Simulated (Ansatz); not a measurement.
```yaml
crystal:
  periodic: [false, false, false]
  atoms:
    - {symbol: C, position_ang: [1.220441, -2.057611, -0.590408]}
    - {symbol: C, position_ang: [0.006686, -1.106471, 0.006513]}
    - {symbol: C, position_ang: [-1.220207, -1.142721, 1.356131]}
    - {symbol: N, position_ang: [-1.887726, 0.299623, 1.100649]}
    - {symbol: C, position_ang: [-0.750457, 0.605615, -0.360981]}
    - {symbol: C, position_ang: [0.346137, 2.125780, -0.184889]}
    - {symbol: H, position_ang: [1.965944, -1.662729, -1.651327]}
    - {symbol: H, position_ang: [1.510403, -3.260707, -0.037737]}
    - {symbol: H, position_ang: [-1.559626, -2.035269, 2.325267]}
    - {symbol: H, position_ang: [-1.474029, 0.646912, -1.521627]}
    - {symbol: H, position_ang: [-0.416936, 3.257715, -0.163582]}
    - {symbol: H, position_ang: [1.067149, 2.069558, 0.972934]}
    - {symbol: H, position_ang: [1.217597, 2.216805, -1.232444]}
basis:
  gaussian: {orbitals: def2-TZVP}
total_charge: 1
magnetization: {spin_polarized: true, initial_magnetization: 7}
hamiltonian: {xc: {name: rPW86-PBE}, dispersion: d3bjatm}
accuracy: high
output: {forces: true}
```

```sh
$ ansatz run in.yaml --threads 4 --pin off --events-out ev --progress --plain --max-ram 10444MiB
```

Output, abridged:

```
Functional definition: rPW86-PBE
4333 factors; integrals over basis functions are off by at most 5.3e-8 eV
mean field evaluation 1: about -6756.5120 eV, gradient 5.3e1 eV
mean field evaluation 2: about -6654.5193 eV, gradient 1.2e2 eV
mean field evaluation 4: about -6772.8538 eV, gradient 1.1e1 eV
mean field evaluation 8: about -6773.6167 eV, gradient 1.8e0 eV
mean field evaluation 16: about -6773.6308 eV, gradient 3.4e-2 eV
mean field evaluation 32: about -6773.6308 eV, gradient 4.3e-6 eV
mean field -6773.63083744 eV, -248.9263419440 hartree, gradient 5.6e-8 eV, S^2 15.770696; 6 other end points of the search recorded, 0 dependent functions left out
reference -6773.63085515 eV, -248.9263425949 hartree; 25, 18 occupied and 203, 210 virtual orbitals, 4333 factors
Total energy: -6773.89630262 eV, -248.9360976096 hartree
Atom 0 at     1.220441    -2.057611    -0.590408 Å, force     1.505967    -0.696770    -1.035418 eV/Å
Atom 1 at     0.006686    -1.106471     0.006513 Å, force     0.005806     0.643517    -0.580608 eV/Å
Atom 2 at    -1.220207    -1.142721     1.356131 Å, force    -2.087222    -0.030170     2.210036 eV/Å
Atom 3 at    -1.887726     0.299623     1.100649 Å, force    -0.640952    -3.836112     3.250062 eV/Å
Atom 4 at    -0.750457     0.605615    -0.360981 Å, force     2.556290     2.765168    -5.255418 eV/Å
Atom 5 at     0.346137     2.125780    -0.184889 Å, force     1.984964     0.439170     0.185052 eV/Å
Atom 6 at     1.965944    -1.662729    -1.651327 Å, force    -2.454734    -1.181541     3.411802 eV/Å
Atom 7 at     1.510403    -3.260707    -0.037737 Å, force    -1.079604     3.776385    -1.498750 eV/Å
Atom 8 at    -1.559626    -2.035269     2.325267 Å, force     1.327367     2.634160    -3.118888 eV/Å
Atom 9 at    -1.474029     0.646912    -1.521627 Å, force     2.208002    -0.665932     2.940961 eV/Å
Atom 10 at    -0.416936     3.257715    -0.163582 Å, force     1.705892    -3.595884    -0.033461 eV/Å
Atom 11 at     1.067149     2.069558     0.972934 Å, force    -2.342771     0.157867    -3.623706 eV/Å
Atom 12 at     1.217597     2.216805    -1.232444 Å, force    -2.689006    -0.409858     3.148335 eV/Å
Dipole moment:     0.271239    -0.143467    -0.094288 e Å
```

(1) What is wrong with this run?

## Answers

(1) The spin is set far too high for this molecule. Self-consistency was reached. The result belongs to that input, not to the molecule as meant.
